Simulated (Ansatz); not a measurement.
## VPt3 (Pm-3m)

Method: DFT r2SCAN, scalar-relativistic, plane waves, PAW in Ansatz 0.2.0.

Cutoff 500 eV; k points 12×12×12 on the computed 4-atom cell (Γ-centred); Gaussian smearing, width 0.10 eV; collinear spin from starting moments 1.87 -0.14 -0.14 -0.14 μB.

The structure is relaxed at this level of theory with its symmetry kept. Whether it is the stable form of this composition wasn't checked.

Space group Pm-3m (No. 221). a = 3.899 Å, b = 3.899 Å, c = 3.899 Å, α = 90.00°, β = 90.00°, γ = 90.00°
| atom | site | symmetry | x | y | z |
| --- | --- | --- | --- | --- | --- |
| V | 1a | m-3m | 0.0000 | 0.0000 | 0.0000 |
| Pt | 3c | 4/mm.m | 0.0000 | 0.5000 | 0.5000 |

```json
{"Space group": "Pm-3m (No. 221)", "Volume per atom": "14.82 Å³", "Formation energy from the elements' standard states (uncorrected)": "-0.522 eV/atom", "Generalised Kohn–Sham band gap": "none (metal)", "Density of states at the Fermi level": "3.70 states/eV per cell", "Löwdin character within 0.5 eV of the Fermi level": "Pt 5d 53 %, V 3d 42 %", "Bulk modulus": "249 GPa", "Its pressure derivative": "5.0", "Bader charges (e)": "V (1 in the cell) 1.40, Pt (3 in the cell) -0.47", "Total moment": "1.43 μB per cell", "Site moments (μB; atoms counted from 1 over the whole cell)": "V (atom 1) 1.70, Pt (atom 2) -0.13, Pt (atom 3) -0.13, Pt (atom 4) -0.13"}
```

The state reached may not be the lowest one. Spin-orbit coupling is left out, which matters for the bands of heavy elements.

Only this magnetic start was tried.